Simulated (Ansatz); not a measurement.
Cartesian coordinates (Å):
SMILES: COC
```xyz
9

C      1.1666    -0.0192     0.1139
O      0.0297    -0.8187    -0.1232
C     -1.1664    -0.0721    -0.1302
H      1.2862     0.7476    -0.6629
H      2.0355    -0.6752     0.1026
H      1.1080     0.4812     1.0896
H     -1.1569     0.6922    -0.9185
H     -1.9837    -0.7665    -0.3180
H     -1.3334     0.4258     0.8341
```
Charge 0, spin multiplicity 1.

Computed with frozen-core CCSD(T)/aug-cc-pVTZ // B3LYP-D3(BJ)/def2-TZVPD (Ansatz, a quantum-chemistry and plane-wave program).

The HF energy is -154.12872 Ha. The MP2 correlation energy is -0.60900 Ha.

Problem. Estimate the CCSD correlation energy, the (T) correction, the total energy and the T1 diagnostic.

Solution. 
* **CCSD correlation energy**: -0.63792 Ha
* **(T) correction**: -0.02361 Ha
* **CCSD(T) total energy**: -154.79026 Ha
* **T1 diagnostic**: 0.010
